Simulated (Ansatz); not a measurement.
hcp Ti, treated with PBE (Ansatz, a program for electronic structure, plane waves, PAW).

Run with plane-wave cutoff 520 eV, 24×24×14 k mesh (along the axes of the cell as run), Fermi–Dirac smearing 0.029 eV (set by the program), no spin polarisation, scalar-relativistic PAW data made under PBE.

Computed at the level's own relaxed cell.

Elastic tensor (GPa, Voigt notation, ions relaxed):

```
  176.0    82.7    75.3     0.0     0.0     0.0
   82.7   176.0    75.3     0.0     0.0     0.0
   75.3    75.3   189.4     0.0     0.0     0.0
    0.0     0.0     0.0    44.3     0.0     0.0
    0.0     0.0     0.0     0.0    44.3     0.0
    0.0     0.0     0.0     0.0     0.0    46.7
```

Work out the Voigt, Reuss and Hill averages of the bulk and shear moduli, Young's modulus and Poisson's ratio from the printed constants.

K_V = [C11 + C22 + C33 + 2(C12 + C13 + C23)]/9 = [541.4 + 2 × 233.3]/9 = 112.0 GPa. G_V = [541.4 − 233.3 + 3 × 135.3]/15 = 47.6 GPa. From the compliances S = C⁻¹, K_R = 112.0 and G_R = 47.2 GPa. Hill means: K = 112.0, G = 47.4 GPa. E = 9KG/(3K + G) = 125 GPa, ν = (3K − 2G)/(6K + 2G) = 0.31, K/G = 2.36.

Measured, for comparison: elastic constant C11 176 GPa, elastic constant C12 87 GPa, elastic constant C44 51 GPa, elastic constant C33 191 GPa, elastic constant C13 68 GPa (4 K, zero-point motion not removed; as tabulated in Ferrari et al. (2019), arXiv:1905.01197). Computed (rounded) less measured: elastic constant C11 0.0 %, elastic constant C12 -5 %, elastic constant C44 -13 %, elastic constant C33 -1 %, elastic constant C13 +11 %.
